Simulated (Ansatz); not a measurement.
FNa (`[F][Na]`), relaxed with RKS PBE0-D4/def2-TZVP in Ansatz 0.2.0 from a PBE-D4/def2-SVP geometry. The force threshold is 0.005 eV/Å; the program also tests the step.

The species carries charge 0 and has multiplicity 1.

Start:

```xyz
2

F    -0.279    0.403   -0.817
Na    0.279   -0.403    0.817
```

```csv
step,energy (eV),largest force (eV/Å),largest move (Å)
1,-7129.9258,0.181,0.000
2,-7129.9270,0.108,0.004
3,-7129.9277,0.003,0.005
```

End:

```xyz
2

F    -0.282    0.406   -0.824
Na    0.282   -0.406    0.824
```

Hardware: 2 threads of a server CPU on a shared host. Wall time 1.6 s, peak host memory 0.11 GiB.
